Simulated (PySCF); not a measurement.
SiH⁻: energy against distance

Set-up: PySCF, no relativity, basis sets Si aug-pcseg-1, H aug-pcseg-1. Energies in eV from Si⁻ + H in their ground configurations at the same level. State: ³Σ⁻ (triplet), unpaired electrons π ↑↑.

```csv
R (Å),M06,UHF-CCSD(T)
1.346,-2.724,
1.409,-2.943,-2.592
1.471,-3.064,-2.715
1.518,-3.106,-2.758
1.565,-3.115,-2.768
1.612,-3.097,-2.752
1.675,-3.041,-2.699
1.753,-2.933,-2.596
1.847,-2.771,-2.441
1.972,-2.531,
```

Put a parabola through the three lowest points of the M06 curve and estimate Re, k and ωe (reduced mass 0.9728 u; 1 eV/Å² = 0.16022 mdyn/Å; ωe = 1302.8·√(k/μ) cm⁻¹).

Through R = 1.518, 1.565, 1.612 Å the second-order coefficient is 6.11 eV/Å², so Re ≈ 1.557 Å, k ≈ 1.96 mdyn/Å and ωe ≈ 1848 cm⁻¹. A polynomial fit of higher order to the unrounded M06 energies gives Re = 1.555 Å, k = 2.04 mdyn/Å, ωe = 1886 cm⁻¹; anharmonicity and rounding make the difference.

The higher-order fit for each curve: M06: Re = 1.555 Å, ωe = 1886 cm⁻¹, De = 3.12 eV; UHF-CCSD(T): Re = 1.558 Å, ωe = 1855 cm⁻¹, De = 2.77 eV.

Correlated steps freeze 5 core orbitals. Correlated levels converge slowly with the basis: in double zeta they bind strong bonds too weakly, by up to about 1 eV, and carry superposition errors of some tenths. For an ion De counts to the pair picked by the measured ionisation energies or electron affinities, which need not be the lowest pair at this level. The highest Kohn–Sham level is positive in this anion. Much of that is self-interaction error, but it also means that the finite basis helps to hold the extra electron. The state is the lowest determinant that a PBE0 search found; another state may lie lower at other levels.
